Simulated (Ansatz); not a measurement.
# BCl3 (singlet): B2PLYP, PBE-QIDH, RPA-PBE over a series of basis sets

One table from this session's results is given with a row withheld; the runs are named, their logs left out.

Method: all electrons in the functionals, frozen cores in the correlation of double hybrids and RPA; program: Ansatz 0.2.0, Gaussian basis.

The runs, in order: B2PLYP, PBE-QIDH, RPA-PBE, at STO-3G; 6-31G; 6-31G*; cc-pV(D+d)Z; cc-pV(T+d)Z; cc-pV(Q+d)Z (not every functional at every point).

19 further runs of the same task are left out: 2 that didn't finish, 17 set aside as unsound or not needed.

## What is computed

The geometry is an MP2(full)/6-31G* stationary point (not a proven minimum).

4 atoms, charge 0, spin multiplicity 1.

Atoms are counted from 1 here; the program's logs count them from 0.

Bond lengths: B1–Cl2 1.735 Å, B1–Cl3 1.735 Å, B1–Cl4 1.735 Å. Angles: Cl2–B1–Cl3 120.0°, Cl2–B1–Cl4 120.0°, Cl3–B1–Cl4 120.0°.

Geometry (Å):

| atom | x (Å) | y (Å) | z (Å) |
| --- | --- | --- | --- |
| B1 | 0.00000 | 0.00000 | 0.00000 |
| Cl2 | 0.00000 | 1.73535 | 0.00000 |
| Cl3 | 1.50286 | -0.86768 | 0.00000 |
| Cl4 | -1.50286 | -0.86768 | 0.00000 |

No dispersion term is added.

Set-up of the first run:

Input file in.yaml:

```yaml
crystal:
  periodic: [false, false, false]
  atoms:
    - {symbol: B, position_ang: [0.000000, 0.000000, 0.000000]}
    - {symbol: Cl, position_ang: [0.000000, 1.735352, 0.000000]}
    - {symbol: Cl, position_ang: [1.502859, -0.867676, 0.000000]}
    - {symbol: Cl, position_ang: [-1.502859, -0.867676, 0.000000]}
basis:
  gaussian: {orbitals: STO-3G}
hamiltonian: {xc: {name: B2PLYP}}
correlation: {electrons: outside_noble_gas}
```

Started as:

```
$ ansatz run in.yaml --threads 1 --pin off --events-out ev --progress --plain --max-ram 4096MiB --backend cpu
```

Steps of the session up to this table: B2PLYP, STO-3G; B2PLYP, 6-31G; B2PLYP, 6-31G*; B2PLYP, cc-pV(D+d)Z; B2PLYP, cc-pV(T+d)Z; B2PLYP, cc-pV(Q+d)Z; PBE-QIDH, cc-pV(T+d)Z; PBE-QIDH, cc-pV(Q+d)Z; RPA-PBE, STO-3G; RPA-PBE, 6-31G; RPA-PBE, 6-31G*; RPA-PBE, cc-pV(D+d)Z; RPA-PBE, cc-pV(T+d)Z; RPA-PBE, cc-pV(Q+d)Z.

One of the session's tables, all rows but one given; the rest of the session is left out.

It belongs to the step «Against the wave-function levels». Atomisation energies, with free atoms from separate runs at the same level and basis (eV); wave-function rows come from earlier runs:

```
   level   6-31G  cc-pV(T+d)Z  cc-pV(Q+d)Z
  B2PLYP       ?            ?            ?
PBE-QIDH               14.307       14.409
 RPA-PBE   8.572       12.268       12.529
     RHF   8.530       10.592       10.597
RCCSD(T)  10.472       13.525       13.823
```

**Question.** Estimate the row for B2PLYP.

**Answer.** 6-31G: 11.526; cc-pV(T+d)Z: 13.812; cc-pV(Q+d)Z: 13.898.

Caveats from the session: Core correlation, relativity and spin-orbit terms are not in the calculated values.
